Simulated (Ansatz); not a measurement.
# A rate constant, worked out

An elementary step of BNH5Cl, closed shell (BH₂Cl ([BH2][Cl]) + NH₃ → BNH₄ ([BH2][NH2]) + HCl; B–Cl, H–N broken or loosened, B–N, Cl–H formed or tightened). The start structure is the complex of the reactants, bound by 1.26 eV, and the electronic barrier above it is 1.410 eV by CCSD(T) at an estimated basis limit (MP2 extrapolated from triple and quadruple zeta, plus CCSD(T) − MP2 in triple zeta). Computed with Ansatz 0.2.0 (basis: def2-TZVPP and def2-QZVPP); correlated methods freeze the cores. Extrapolation: Hartree–Fock as exp(−7.88 √X), correlation as X^−2.97. Harmonic wavenumbers at PBE0-D4/def2-TZVP (Ansatz 0.2.0), in cm⁻¹:

Start: 210, 281, 619, 664, 715, 879, 880, 1088, 1148, 1202, 1347, 1640, 1659, 2510, 2569, 3465, 3573, 3582.

Saddle: 1023i, 260, 415, 516, 609, 741, 761, 997, 1059, 1133, 1228, 1251, 1384, 1617, 2631, 2739, 3569, 3665.

**Question.** Work out the transition-state-theory rate constant at 900 K from these numbers alone (harmonic vibrations; rotation, path degeneracy and anharmonicity left out), and the Wigner tunnelling factor. Use 1 cm⁻¹ = 1.2398 × 10⁻⁴ eV and k_B = 8.617 × 10⁻⁵ eV/K.

**Answer.** Zero-point energies, half the sums: start 28031/2 cm⁻¹ = 1.7377 eV; saddle, real modes only, 24575/2 cm⁻¹ = 1.5235 eV.
Barrier with zero-point energy: 1.410 + 1.5235 − 1.7377 = 1.1958 eV.
k_BT = 0.07756 eV, so the barrier is 15.42 k_BT.
Vibrational partition functions from the zero-point level, ln q = −Σ ln(1 − exp(−hν/k_BT)): start 4.949, saddle 4.704.
k = (k_BT/h) exp(ln q‡ − ln q) exp(−E0/k_BT), with log₁₀(k_BT/h in s⁻¹) = 13.27: log₁₀ k = 13.27 + (-0.245 − 15.42)/2.3026 = 6.47, so k ≈ 3 × 10^(6) s⁻¹.
Wigner factor: 1 + (hν‡/k_BT)²/24 = 1 + (1.64)²/24 = 1.11. A change of 1 kcal/mol (0.043 eV) in the barrier would change k by a factor of 1.7 at this temperature.

The T1 diagnostic stays at or below 0.012.

The step is the kind of exchange with an N–H group that builds nitride films in atomic layer and chemical vapour deposition.

Labels in which every atom is bracketed show which atoms are joined, not bond orders.

For scale, one of the runs: CCSD(T)/def2-TZVPP, 174 basis functions, launched by `ansatz run in.yaml --threads 2 --pin off --events-out ev --progress --plain --max-ram 4352MiB`. Time: 12 s of wall clock on 2 CPU threads of an Intel Xeon 6975P-C; the host was shared. Peak host memory: 1.7 GiB.
